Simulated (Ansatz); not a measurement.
Two shapes of singlet C₄H₈.

Shape 1:

```xyz
12

C     0.0000    0.0000   -1.3350
C     0.0000    0.0000    0.0000
C     0.0000    1.2763    0.7975
C     0.0000   -1.2763    0.7975
H     0.0000   -0.9343   -1.8964
H     0.0000    0.9343   -1.8964
H     0.0000    2.1294    0.1190
H    -0.8898    1.3126    1.4260
H     0.8898    1.3126    1.4260
H     0.0000   -2.1294    0.1190
H     0.8898   -1.3126    1.4260
H    -0.8898   -1.3126    1.4260
```

Shape 2:

```xyz
12

C    -0.0196    0.0006   -1.2890
C    -0.0450    0.0215    0.0039
C    -0.0479    1.2713    0.7842
C     0.0278   -1.3063    0.7687
H    -0.0119   -0.8924   -1.8718
H    -0.0228    0.9114   -1.9346
H     0.0111    2.0822    0.1314
H    -0.8684    1.3177    1.3811
H     0.9284    1.3333    1.4019
H    -0.0056   -2.0894    0.1485
H     0.9268   -1.3462    1.4292
H    -0.8467   -1.2914    1.4121
```

Basis set: 6-31G* (spherical functions). Correlated methods keep 4 orbitals frozen. Charge 0, multiplicity 1.

Computed with Ansatz (development build ahead of 0.2.0); each method stands on the lowest determinant of its kind that the runs found.

(1) Which shape is lower in energy, and by how much in each method?

Results:

(1)

```json
{"method": "RHF", "E(2) − E(1) (eV)": "0.531"}
{"method": "RHF-MP2", "E(2) − E(1) (eV)": "0.618"}
```

Shape 1 is lower.
